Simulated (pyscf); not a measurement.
## Four-centre exchange: HO–PH₂ + SiH₂ [singlet] → :HSi–O–PH₂ [singlet] + H₂

Gas phase, singlet surface, charge 0. Bonds broken: O2–H5, Si6–H7. Bonds formed: O2–Si6, H5–H7. Structures and frequencies: ωB97X-D3(BJ)/def2-SVP in PySCF.

Transition state (Å):

```xyz
8

P     -1.4521    -1.2396     0.6467
O     -0.0529    -0.6352    -0.0688
H     -2.2518    -1.3231    -0.5373
H     -2.0709    -0.0007     1.0242
H      0.4308     0.4739     0.3082
Si    -0.0800     0.7310    -1.4006
H      0.5824     1.4493     0.0357
H      1.3443     0.4190    -1.8383
```

One imaginary mode, 1439i cm⁻¹; descent along it reached the two sides named, in the forms told below.

```json
[
 {"bond": "O2–H5", "change": "breaks", "reactant side (Å)": "0.968", "saddle": "1.267", "product side": "3.1"},
 {"bond": "Si6–H7", "change": "breaks", "reactant side (Å)": "1.535", "saddle": "1.737", "product side": "2.584"},
 {"bond": "O2–Si6", "change": "forms", "reactant side (Å)": "2.033", "saddle": "1.908", "product side": "1.676"},
 {"bond": "H5–H7", "change": "forms", "reactant side (Å)": "2.7", "saddle": "1.024", "product side": "0.764"}
]
```

Electronic energies relative to the separated reactants (eV):

```tsv
level	barrier	reaction energy	reverse barrier
ωB97X-D3(BJ)/def2-TZVP	-0.01	-1.35	1.34
PBE/def2-TZVP	-0.19	-1.28	1.09
r²SCAN/def2-TZVP	-0.17	-1.35	1.18
B3LYP-D3(BJ)/def2-TZVP	0.00	-1.36	1.36
PBE0-D3(BJ)/def2-TZVP	-0.10	-1.25	1.14
M06-2X/def2-TZVP	0.02	-1.37	1.39
ωB97M-D3(BJ)/def2-TZVP	0.06	-1.28	1.34
HF/def2-TZVP	0.94	-1.06	2.00
```

With ωB97M-D3(BJ)/def2-TZVP energies and thermal terms (ideal gas, 1 atm, RRHO with modes under 100 cm⁻¹ raised to 100, one conformer, R ln 2 for chiral ones without a mode under 150 cm⁻¹), in eV:

| T (K) | ΔH‡ | ΔG‡ | ΔH | ΔG |
|---|---|---|---|---|
| 298 | 0.03 | 0.49 | -1.37 | -1.28 |
| 600 | 0.03 | 0.96 | -1.32 | -1.21 |
| 900 | 0.05 | 1.42 | -1.29 | -1.15 |
| 1200 | 0.08 | 1.88 | -1.26 | -1.11 |

On the reactant side the descent ends in an adduct with a O–Si contact, 0.86 eV under the separated species and 0.86 eV under the saddle at ωB97X-D3(BJ)/def2-TZVP. At ωB97X-D3(BJ)/def2-TZVP, PBE, r²SCAN, PBE0-D3(BJ) the saddle lies under the separated reactants, which points to a path from their complex (located at ωB97X-D3(BJ) alone). What is counted as formed (O–Si) is already present as a longer contact in the reactant adduct; forming that adduct is a step of its own. At the saddle there is also a short H–Si contact that neither side keeps. The same reactants have a lower exit, to HO–SiH₂–PH₂ (barrier -0.21 eV at ωB97M-D3(BJ)/def2-TZVP, against +0.06 eV here). :HSi–O–PH₂ [singlet] lies 0.71 eV over its isomer HO–SiH=PH (electronic energy, ωB97M-D3(BJ)/def2-TZVP). This is the saddle that the search found; another between the same sides may lie lower.
